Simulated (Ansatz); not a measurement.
A made-up structure of AlBSiH$_{5}$, doublet:

```csv
atom,x (Å),y (Å),z (Å)
B1,-0.8701,0.1537,-0.5716
Si2,0.6188,1.1374,0.0840
Al3,0.4963,-1.3049,0.6409
H4,0.0714,2.0999,0.9730
H5,-0.7839,-0.4265,-1.6223
H6,0.6590,1.8433,1.3911
H7,1.9025,1.3164,-0.6432
H8,-0.1747,-2.7434,0.6035
```

It is relaxed with PBE-D4/def2-SVP and then PBE0-D4/def2-TZVP (Ansatz 0.2.0). Atoms count as bonded within 1.22 times the sum of their covalent radii (H–H: 0.88 Å). The end point is not checked to be a true minimum.

Question: Does its bonding change? (A judgement: the text doesn't fix the answer.)

Answer: Computed: Yes. Formed: none; broken: Si2–H4, Si2–H6.

Where it ends: The first stage lowers the energy by 3.85 eV in 46 steps. It ends as a complex of AlBSiH₃ ([BH]1[AlH][SiH]1) + H₂:
B1  (-0.475, 0.034, -1.389)
Si2  (1.394, 0.123, -1.356)
Al3  (0.356, -0.745, 0.491)
H4  (0.004, 1.645, 2.048)
H5  (-1.589, -0.005, -1.803)
H6  (-0.094, 1.245, 2.674)
H7  (2.225, 1.339, -1.632)
H8  (0.098, -1.560, 1.822)
(Å)

Labels in which every atom is bracketed show which atoms are joined, not bond orders.

For scale, one of the runs: PBE0-D4/def2-TZVP relaxation, 135 basis functions, launched by `ansatz run in.yaml --threads 2 --pin off --events-out ev --progress --plain --max-ram 4352MiB`. The run took about 34 s on 2 CPU threads of an Arm Neoverse V2 (shared host).
